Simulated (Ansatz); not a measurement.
A run for Ansatz (a quantum-chemistry and plane-wave program): R-PBE/def2-TZVPPD on CH5N (SMILES CN) with ghost functions. Files ending in .json are basis or fitting sets from the Basis Set Exchange.

Ansatz 0.2 input:
```yaml
crystal:
  periodic: [false, false, false]
  atoms:
    - {symbol: N, position_ang: [2.89997270, -0.91032574, -0.35999518]}
    - {symbol: H, position_ang: [3.19624070, -0.63578774, -1.28798018]}
    - {symbol: H, position_ang: [3.52352170, -1.65801574, -0.08480018]}
    - {symbol: C, position_ang: [3.06020270, 0.22488526, 0.55367982]}
    - {symbol: H, position_ang: [2.79001170, -0.08981074, 1.55933282]}
    - {symbol: H, position_ang: [4.06761270, 0.64666126, 0.59065182]}
    - {symbol: H, position_ang: [2.36766170, 1.01066026, 0.26102282]}
basis:
  gaussian:
    orbitals: def2-TZVPPD.json
    ghost_atoms:
      - {symbol: N, position_ang: [-2.72893730, 0.41683426, -0.75040418]}
      - {symbol: H, position_ang: [-1.90034230, -0.16801874, -0.80074618]}
      - {symbol: H, position_ang: [-3.39076530, 0.02717526, -1.40864018]}
      - {symbol: C, position_ang: [-3.28895530, 0.33731726, 0.59697482]}
      - {symbol: H, position_ang: [-4.18303430, 0.95516326, 0.65819482]}
      - {symbol: H, position_ang: [-3.55304230, -0.66992574, 0.93447982]}
      - {symbol: H, position_ang: [-2.57057230, 0.74459326, 1.30611482]}
hamiltonian:
  xc: {name: PBE}
scf: {lower_state_search: off}
```

The head of its log:

```
WARN ansatz: RAYON_NUM_THREADS=2 ignored (pool sized by the plan → 2); use --threads N
Functional definition: PBE
these checks for a lower state are left out or cut short: stability, starts, cluster_reference, orbital_swaps, neighbouring_geometries, increment
integrals: 0.18 GiB planned
1241 factors; their error is unknown
mean field: 1.50 GiB planned
mean field evaluation 1: about -2595.8435 eV, gradient 6.9e1 eV
mean field evaluation 2: about -2565.5770 eV, gradient 1.3e2 eV
```

### Question
What total energy does the run end on?

### Answer
-95.7685 hartree.
